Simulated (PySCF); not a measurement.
```xyz
12

C     -1.3777    -0.2598     0.4364
C     -0.4918     0.7498    -0.2800
O      0.8316     0.8103     0.2274
C      1.6341    -0.2983    -0.1147
H     -1.3906    -0.0602     1.5091
H     -1.0383    -1.2848     0.2805
H     -2.4007    -0.1896     0.0604
H     -0.8945     1.7559    -0.1521
H     -0.4652     0.5358    -1.3581
H      2.6448    -0.0791     0.2268
H      1.2964    -1.2237     0.3656
H      1.6519    -0.4564    -1.2015
```

Charge 0, multiplicity 1.

Give the Mulliken and meta-Löwdin atomic charges from PBE-D3(BJ)/def2-TZVP // B3LYP-D3(BJ)/def2-TZVP run with PySCF.


```csv
atom,Mulliken (e),meta-Löwdin (e)
C1,-0.35,-0.37
C2,-0.03,0.00
O3,-0.25,-0.37
C4,-0.22,-0.14
H5,0.12,0.12
H6,0.12,0.11
H7,0.11,0.12
H8,0.11,0.12
H9,0.07,0.09
H10,0.13,0.13
H11,0.11,0.10
H12,0.10,0.09
```
